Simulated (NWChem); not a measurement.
# Polarisability of silicon monoxide (OSi)

```xyz
2

Si     0.0000     0.0000     0.5539
O      0.0000     0.0000    -0.9694
```
Charge 0, spin multiplicity 1.

All runs are NWChem calculations. The geometry was optimised at PBE0/def2-SVP, a minimum by its harmonic frequencies.

Basis set: def2-SVPD. Static limit.

```json
[
 {"method": "LDA (SVWN5)", "isotropic polarisability (bohr³)": "30.07", "difference from CCSD linear response": "+0.34"},
 {"method": "HF", "isotropic polarisability (bohr³)": "27.65", "difference from CCSD linear response": "-2.09"},
 {"method": "PBE", "isotropic polarisability (bohr³)": "30.27", "difference from CCSD linear response": "+0.54"},
 {"method": "B3LYP", "isotropic polarisability (bohr³)": "29.39", "difference from CCSD linear response": "-0.34"},
 {"method": "CCSD linear response", "isotropic polarisability (bohr³)": "29.73", "difference from CCSD linear response": "0.00"}
]
```

The values span 2.62 bohr³, from HF (lowest) to PBE (highest). 

The correlated methods keep 6 core orbitals frozen. B3LYP has NWChem's definition, with VWN1-RPA local correlation. Coupled-cluster values serve here as a point of comparison, not as the truth.
